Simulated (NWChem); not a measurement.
Molecule: methanethiol (CH₄S); SMILES CS

All runs: NWChem. Pople sets run with spherical d functions. STO-3G and 3-21G are far too small for this property and stand as cheap habits. Structure relaxed at the PBE-D3(BJ)/def2-SVP level. Vertical excitations in the gas phase; the lowest state need not have the same character in each row.

```
level                   basis functions  lowest excitation, singlet (eV)  oscillator strength of that lowest state  orbital gap (eV)  relative time
----------------------  ---------------  -------------------------------  ----------------------------------------  ----------------  -------------
B3LYP/3-21G, TDA                     30                             6.20                                     0.000              7.62              1
B3LYP/6-31G*, TDA                    40                             5.68                                     0.000              7.14              4
B3LYP/6-31+G*, TDA                   48                             5.14                                     0.008              6.30              4
B3LYP/def2-SVP, TDA                  52                             5.68                                     0.000              7.05              4
B3LYP/def2-SVPD, TDA                 79                             5.24                                     0.006              6.47              8
B3LYP/def2-TZVP, TDA                 92                             5.30                                     0.000              6.66             20
B3LYP/aug-cc-pVDZ, TDA               86                             5.01                                     0.007              6.06             20
B3LYP/def2-TZVPD, TDA               119                             5.07                                     0.003              6.28             40
```

Times are rough ratios from one shared machine.
